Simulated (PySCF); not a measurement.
First SCF of a structure search on singlet [PH4]+, at a hand-made square planar geometry. PySCF input:

```python
from pyscf import gto, scf, dft
mol = gto.M(atom='''
P      0.000000     0.000000     0.000000
H      1.401400     0.000000     0.000000
H      0.000000     1.401400     0.000000
H     -1.401400     0.000000     0.000000
H     -0.000000    -1.401400     0.000000''',
    basis={'P': 'def2-TZVP', 'H': 'def2-TZVP'},
    charge=1, spin=0)
mf = dft.RKS(mol, xc='PBE0')
mf.grids.atom_grid = (50, 194)
aux = {'P': 'def2-universal-JKFIT', 'H': 'def2-universal-JKFIT'}
mf = mf.density_fit(auxbasis=aux)
mf.conv_tol = 1e-08
mf.diis_space = 10
mf.max_cycle = 60
mf.init_guess = 'minao'
mf.verbose = 4
mf.kernel()
```

Excerpt of the output (cycles and frontier levels):

```
init E= -343.477075760887
  HOMO = -0.245515945646709  LUMO = -0.23583073820163  gap/eV = 0.26355
cycle= 1 E= -343.052503451118  delta_E= 0.425  |g|= 0.357  |ddm|= 1.51
  HOMO = -0.551750242973298  LUMO = -0.545394289857217  gap/eV = 0.17295
cycle= 2 E= -343.075410291132  delta_E= -0.0229  |g|= 0.257  |ddm|= 0.679
  HOMO = -0.520790961021577  LUMO = -0.482644917238375  gap/eV = 1.03801
cycle= 3 E= -343.088751887935  delta_E= -0.0133  |g|= 0.0107  |ddm|= 0.234
  HOMO = -0.516767949872406  LUMO = -0.476618905798242  gap/eV = 1.09251
cycle= 4 E= -343.088779313904  delta_E= -2.74e-05  |g|= 0.00262  |ddm|= 0.0147
  HOMO = -0.517147440569634  LUMO = -0.477341470139617  gap/eV = 1.08318
cycle= 5 E= -343.088781415417  delta_E= -2.1e-06  |g|= 4.65e-05  |ddm|= 0.00328
  HOMO = -0.517163824619109  LUMO = -0.477347199518171  gap/eV = 1.08347
cycle= 6 E= -343.088781416322  delta_E= -9.05e-10  |g|= 5.16e-06  |ddm|= 0.000132
  HOMO = -0.517159151418147  LUMO = -0.477343888602867  gap/eV = 1.08343
Extra cycle  E= -343.088781416332  delta_E= -9.32e-12  |g|= 1.35e-06  |ddm|= 6.43e-06
converged SCF energy = -343.088781416332
```

This is not the lowest solution: a stability analysis within the same restricted form found one 32.1 kJ/mol lower, at -343.10099 Eh.

The search for the lowest solution, with the stability check, took 1.3 s on 2 threads of a shared Arm Neoverse V2 host, with 61 basis functions; the process peaked at 0.29 GiB. Launch command: `OMP_NUM_THREADS=2 python axn.py task.json out`.
